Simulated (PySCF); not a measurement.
Species: phthalonitrile radical anion, C8H4N2 (charge -1 and doublet state).
Geometry (PBE0-D3(BJ)/def2-SVP, Å), atoms numbered from 1 in this order:
```xyz
14
C8H4N2 angstrom
N      3.3756   -1.2081    0.1025
C      2.2561   -0.8620    0.0694
C      0.9014   -0.4874    0.0291
C     -0.1005   -1.4920    0.0190
C     -1.4451   -1.1996   -0.0219
C     -1.8693    0.1700   -0.0558
C     -0.9274    1.1738   -0.0468
C      0.4668    0.9127   -0.0047
C      1.3718    1.9888    0.0026
N      2.1008    2.9069    0.0077
H      0.2291   -2.5350    0.0448
H     -2.1814   -2.0076   -0.0283
H     -2.9334    0.4183   -0.0890
H     -1.2459    2.2203   -0.0727
```

As a line formula: phthalonitrile radical anion, `C(#N)c1c(cccc1)C#N` [SMILES of the parent framework; charge -1 and doublet state].

Computed, not measured: UKS B3LYP, IGLO-III on C N, pcH-1 on H, non-relativistic, mean-field spin-orbit, GIAO (PySCF 2.14.0). Whether the extra electron is bound in the gas phase wasn't checked; a finite basis holds it in any case. The geometry's basis has no diffuse functions, a weakness for an anion. No stability test was run, so a lower SCF solution isn't excluded. No frequencies were computed at this geometry's level, so the symmetric structure isn't shown to be a minimum.

(1) Predict the first-order ENDOR lines of C2/C9, C4/C7, C3/C8, C5/C6, N1/N10, H12/H13 and H11/H14 under fast tumbling at B = 1208.3 mT (Q band).

(2) Which pairs are centred on the nuclear Larmor frequency, and which on half the coupling?

(3) At what field would the lower line of C2/C9 fall to zero frequency?

Results:

(1) For S = 1/2 in fast tumbling each set of equivalent nuclei gives two lines, ν± = |νn ± a/2| to first order, with νn = g_N μN B/h and μN/h = 7.62259 MHz/T.

| nuclei | isotope | g_N | νn (MHz) | a_iso (MHz) | lower line (MHz) | upper line (MHz) |
| --- | --- | --- | --- | --- | --- | --- |
| C2/C9 | 13C | 1.4048 | 12.94 | -21.72 | 2.08 | 23.80 |
| C4/C7 | 13C | 1.4048 | 12.94 | -17.33 | 4.27 | 21.60 |
| C3/C8 | 13C | 1.4048 | 12.94 | 15.08 | 5.40 | 20.48 |
| C5/C6 | 13C | 1.4048 | 12.94 | 9.43 | 8.22 | 17.65 |
| N1/N10 | 14N | 0.4038 | 3.72 | 4.69 | 1.37 | 6.07 |
| H12/H13 | 1H | 5.5857 | 51.45 | -13.03 | 44.93 | 57.96 |
| H11/H14 | 1H | 5.5857 | 51.45 | 2.25 | 50.32 | 52.57 |

The rows for 13C, of low natural abundance, apply to labelled samples.

(2) Centred on νn, since |a| < 2νn: C2/C9, C4/C7, C3/C8, C5/C6, N1/N10, H12/H13 and H11/H14. No pair has |a| > 2νn.

(3) Where νn = |a|/2, that is B = 10.86 MHz/(1.4048 × 7.62259 MHz/T) = 1010 mT, as far as first order holds there.

Means are taken over nuclei equivalent by connectivity, which assumes that they swap fast.
